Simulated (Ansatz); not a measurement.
# BFH4: the cost of one run

The runs use Ansatz 0.2.0, Gaussian basis; PBE0-D4/def2-SVP.

22 further runs of the same task are left out: 22 set aside as unsound or not needed.

## Step 1: Starting geometry

The first end: 6 atoms, charge 0, spin multiplicity 1.

Atoms are counted from 1 here; the program's logs count them from 0.

Bond lengths: B1–F2 1.318 Å, B1–H3 1.197 Å, B1–H4 1.197 Å, H5–H6 0.747 Å. Angles: F2–B1–H3 117.9°, F2–B1–H4 117.9°, H3–B1–H4 124.2°.

Coordinates:

```mol
BFH4
  3D, bonds by distance, orders not assigned

  6  4  0  0  0  0  0  0  0  0999 V2000
   -0.0089    0.4958   -0.7955 B   0  0
    1.3020    0.6293   -0.7842 F   0  0
   -0.4703   -0.4507   -1.3658 H   0  0
   -0.6621    1.3376   -0.2492 H   0  0
    0.2915   -0.9842    1.6263 H   0  0
   -0.4521   -1.0277    1.5684 H   0  0
  1  2  8  0
  1  3  8  0
  1  4  8  0
  5  6  8  0
M  END
```

The second end:

```xyz
6
charge 0, multiplicity 1
B    -0.6309    0.0489   -0.1867
F     1.3667    0.1598   -0.0210
H    -0.6502   -0.5224   -1.2344
H    -0.8376    1.2236   -0.1442
H     1.4915   -0.3164    0.7631
H    -0.7396   -0.5933    0.8232
```

## Step 2: The band at PBE0-D4/def2-SVP

neb/in.yaml

```yaml
crystal:
  periodic: [false, false, false]
  atoms:
    - {symbol: B, position_ang: [-0.008923, 0.495763, -0.795522]}
    - {symbol: F, position_ang: [1.301960, 0.629347, -0.784176]}
    - {symbol: H, position_ang: [-0.470250, -0.450718, -1.365767]}
    - {symbol: H, position_ang: [-0.662149, 1.337576, -0.249193]}
    - {symbol: H, position_ang: [0.291463, -0.984155, 1.626270]}
    - {symbol: H, position_ang: [-0.452101, -1.027714, 1.568388]}
basis:
  gaussian: {orbitals: def2-SVP}
hamiltonian: {xc: pbe0, dispersion: d4}
neb:
  images: 5
  climbing: true
  max_iterations: 40
  initial_path: idpp
  final_atoms:
    - {symbol: B, position_ang: [-0.630867, 0.048883, -0.186678]}
    - {symbol: F, position_ang: [1.366710, 0.159836, -0.021027]}
    - {symbol: H, position_ang: [-0.650175, -0.522411, -1.234358]}
    - {symbol: H, position_ang: [-0.837553, 1.223559, -0.144247]}
    - {symbol: H, position_ang: [1.491532, -0.316444, 0.763099]}
    - {symbol: H, position_ang: [-0.739648, -0.593323, 0.823210]}
```

Started as:

```
$ ansatz run in.yaml --threads 2 --pin off --events-out ev --progress --plain --max-ram 4352MiB
```

**Question.** How long does this run take on 2 threads of Arm Neoverse V2, shared host?

About 27 s.
